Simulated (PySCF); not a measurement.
System (SMILES): C#C (C2H2).
Geometry (B3LYP-D3(BJ)/def2-TZVP, fixed):
```xyz
4

C      0.0000     0.0000    -0.5984
C      0.0000     0.0000     0.5984
H      0.0000     0.0000     1.6611
H      0.0000     0.0000    -1.6611
```
Charge 0, spin multiplicity 1.

Basis-set convergence of the isotropic shielding of C1 at PBE with PySCF. GIAO, no density fitting; atoms are numbered in the order shown. All functions are spherical. Core-valence sets carry the plain set on hydrogen. No added dispersion term, no relativity. Reference: the value in pcseg-3, 108.07 ppm, itself unsure by roughly 1.09 ppm (its distance from pcSseg-2). Deviations are taken from unrounded values. Cost is core time over that of pcseg-2, rough, on shared machines of one kind; a dash marks a row that isn't timed (too short, read off another run, short of memory, by another algorithm or on other hardware).

```tsv
basis	functions	isotropic shielding of C1 (ppm)	minus reference (ppm)	cost
STO-3G	12	172.49	64.42	-
3-21G	22	141.27	33.20	-
6-31G*	32	130.36	22.29	-
cc-pVDZ	38	128.53	20.46	-
pcseg-1	38	123.85	15.77	-
pcSseg-1	44	109.09	1.02	-
def2-SVPD	56	127.03	18.96	-
aug-cc-pVDZ	64	128.98	20.91	0.6×
pcseg-2	88	110.36	2.28	1×
def2-TZVPP	90	113.09	5.02	0.7×
def2-TZVPPD	108	113.00	4.93	1×
cc-pCVTZ	114	109.87	1.79	2×
cc-pVQZ	170	110.00	1.93	5×
```
